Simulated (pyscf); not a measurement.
Four-centre exchange: HO–Si(F)(F)–F + hydrogen (H₂) -> HO–Si(F)(F)–F + hydrogen (H₂)

Gas phase, singlet surface, charge 0. Bonds broken: O1–H6, H7–H8. Bonds formed: O1–H7, H6–H8. Optimised with ωB97X-D3(BJ)/def2-SVP in PySCF.

Transition state (Å):

```xyz
8

O      0.0558     0.7055    -0.0851
Si    -1.1060    -0.2976     0.4302
F     -1.2664    -1.5688    -0.5379
F     -2.5287     0.4369     0.4764
F     -0.7986    -0.8666     1.8948
H      0.3958     1.2503    -1.2802
H      1.0938     0.6110    -0.9545
H      1.2331     1.1115    -1.8097
```

One imaginary mode, 2616i cm⁻¹; descent along it reached the two sides named.

```
bond   change  reactant side (Å)  saddle  product side
-----  ------  -----------------  ------  ------------
O1–H6  breaks              0.954   1.357           3.0
H7–H8  breaks              0.760   1.001         2.032
O1–H7   forms                2.9   1.357         0.964
H6–H8   forms              2.049   1.000         0.760
```

Electronic energies relative to the separated reactants (kcal/mol):

```json
[
 {"level": "ωB97X-D3(BJ)/def2-TZVP", "barrier": "68.2", "reaction energy": "0.0", "reverse barrier": "68.2"},
 {"level": "PBE/def2-TZVP", "barrier": "58.7", "reaction energy": "0.0", "reverse barrier": "58.7"},
 {"level": "r²SCAN/def2-TZVP", "barrier": "63.7", "reaction energy": "0.0", "reverse barrier": "63.7"},
 {"level": "B3LYP-D3(BJ)/def2-TZVP", "barrier": "65.2", "reaction energy": "0.0", "reverse barrier": "65.2"},
 {"level": "PBE0-D3(BJ)/def2-TZVP", "barrier": "63.8", "reaction energy": "0.0", "reverse barrier": "63.8"},
 {"level": "M06-2X/def2-TZVP", "barrier": "69.9", "reaction energy": "0.0", "reverse barrier": "69.9"},
 {"level": "ωB97M-D3(BJ)/def2-TZVP", "barrier": "67.0", "reaction energy": "0.0", "reverse barrier": "67.0"},
 {"level": "HF/def2-TZVP", "barrier": "87.5", "reaction energy": "0.0", "reverse barrier": "87.5"}
]
```

With ωB97M-D3(BJ)/def2-TZVP energies and thermal terms (ideal gas, 1 atm, RRHO with modes under 100 cm⁻¹ raised to 100, one conformer, R ln 2 for chiral ones without a mode under 150 cm⁻¹), in kcal/mol:

```json
[
 {"T (K)": "298", "ΔH‡": "66.5", "ΔG‡": "74.5", "ΔH": "0.0", "ΔG": "0.0"},
 {"T (K)": "600", "ΔH‡": "65.7", "ΔG‡": "82.9", "ΔH": "0.0", "ΔG": "0.0"},
 {"T (K)": "900", "ΔH‡": "65.5", "ΔG‡": "91.6", "ΔH": "0.0", "ΔG": "0.0"},
 {"T (K)": "1200", "ΔH‡": "65.7", "ΔG‡": "100.3", "ΔH": "0.0", "ΔG": "0.0"}
]
```

The same reactants have a lower exit, to F–SiH(F)–F + H₂O (barrier +53.5 kcal/mol at ωB97M-D3(BJ)/def2-TZVP, against +67.0 kcal/mol here). One saddle was located; it need not be the lowest between these sides.
